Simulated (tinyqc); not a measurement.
Inside a calculation. Method: extended Hueckel theory, for HF. One step of it, computed by the program tinyqc.

Task: Mulliken analysis. P = C n C^T; charge = valence electrons (H 1, F 7) minus the sum of (P S)_ii on the atom; overlap population = 2 sum P_ij S_ij between two atoms.

coefficients:
```
              MO1        MO2       MO3        MO4        MO5
1F 2s    0.998399  -0.086481  0.000000   0.000000  -0.541807
1F 2px   0.000000   0.000000  0.952639  -0.304103   0.000000
1F 2py   0.000000   0.000000  0.304103   0.952639   0.000000
1F 2pz  -0.000979   0.916682  0.000000   0.000000  -0.603079
2H 1s    0.003585   0.192408  0.000000   0.000000   1.210295
```

occupations: 2.000000  2.000000  2.000000  2.000000  0.000000

overlap S:
```
           1F 2s    1F 2px    1F 2py    1F 2pz     2H 1s
1F 2s   1.000000  0.000000  0.000000  0.000000  0.445323
1F 2px  0.000000  1.000000  0.000000  0.000000  0.000000
1F 2py  0.000000  0.000000  1.000000  0.000000  0.000000
1F 2pz  0.000000  0.000000  0.000000  1.000000  0.368566
2H 1s   0.445323  0.000000  0.000000  0.368566  1.000000
```

Give: charges; Overlap populations.

Result:

charges: 1F -0.8076, 2H 0.8076

Overlap populations:

| pair | value |
|---|---|
| 2-1 | 0.236756 |
